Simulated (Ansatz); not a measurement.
Born–Oppenheimer molecular dynamics of CH6AlSi (9 atoms, charge 1, multiplicity 1). It starts from a relaxed structure.

Method: RKS B3LYP/6-31G* (Ansatz 0.2.0).

```json
{"ensemble": "NVE (Milne-controlled integrator)", "time step": "1 fs", "steps asked": "150", "starting velocities drawn for": "300 K", "seed": "274002"}
```

First frame:

```xyz
9
Properties=species:S:1:pos:R:3
C -0.611 1.429 -0.648
Si 0.235 -0.218 -0.559
Al 0.607 -1.747 1.445
H 0.095 2.174 -1.047
H -1.011 1.783 0.304
H -1.426 1.372 -1.387
H 0.727 -0.601 -1.911
H 1.980 -1.459 2.148
H -0.597 -2.733 1.655
```

How far do the bonds stretch over the last three quarters of this one trajectory? (Pairs bonded in most of those frames.)


```
   bond  mean (Å)  spread (Å)  shortest  longest
 C1–Si2     1.856       0.040      1.80     1.93
  C1–H4     1.097       0.008      1.08     1.11
  C1–H5     1.095       0.006      1.08     1.11
  C1–H6     1.105       0.017      1.08     1.13
Si2–Al3     2.538       0.050      2.46     2.60
 Si2–H7     1.492       0.019      1.46     1.52
 Al3–H8     1.575       0.036      1.52     1.63
 Al3–H9     1.571       0.017      1.54     1.61
```

Mean temperature of the second half: 151 K. The conserved energy stayed within 0.059 meV per atom of its start (net change -0.00056 meV per atom), so the integration is sound. The temperature averaged 0.50 of the 300 K drawn at the start: a run that starts near a minimum puts about half its kinetic energy into the potential. A run of 0.15 ps of so small a system gives no equilibrium averages. Limits of this set-up: the dipole of an ion depends on the origin.

Time of the run: 11 min on 1 CPU thread of a shared host.
